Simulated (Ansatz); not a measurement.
One change: `CC/C(F)=C\F` becomes `O=C/C(F)=C/F`.

Ansatz, PBE0-D4/def2-TZVP geometries, multiplicity 1. Each molecule was computed in one conformer, which needn't be the lowest.

```
                               property  `CC/C(F)=C\F`
HOMO–LUMO gap (ωB97M-V/def2-TZVPP) / eV          11.82
     LUMO energy (PBE0/def2-TZVPP) / eV           0.49
    LUMO energy (B3LYP/def2-TZVPP) / eV           0.20
   HOMO–LUMO gap (PBE0/def2-TZVPP) / eV           7.60
    HOMO energy (B3LYP/def2-TZVPP) / eV          -6.91
  HOMO–LUMO gap (B3LYP/def2-TZVPP) / eV           7.11
```

**Question.** Give the same properties after the change, and the shifts. (An estimate is asked.)

**Answer.** The calculation gave: 
| property | `O=C/C(F)=C/F` | shift |
| --- | --- | --- |
| HOMO–LUMO gap (ωB97M-V/def2-TZVPP) / eV | 10.27 | -1.55 |
| LUMO energy (PBE0/def2-TZVPP) / eV | -2.26 | -2.75 |
| LUMO energy (B3LYP/def2-TZVPP) / eV | -2.52 | -2.72 |
| HOMO–LUMO gap (PBE0/def2-TZVPP) / eV | 5.85 | -1.75 |
| HOMO energy (B3LYP/def2-TZVPP) / eV | -7.91 | -1.00 |
| HOMO–LUMO gap (B3LYP/def2-TZVPP) / eV | 5.40 | -1.71 |

With PBE0 the HOMO falls by 1.00 eV and the LUMO falls by 2.75 eV, so the gap narrows by about 1.75 eV. PBE moves the HOMO by -0.65 eV and ωB97M-V by -0.91 eV.

B3LYP here is the variant with VWN-RPA as its local correlation; programs differ in this.
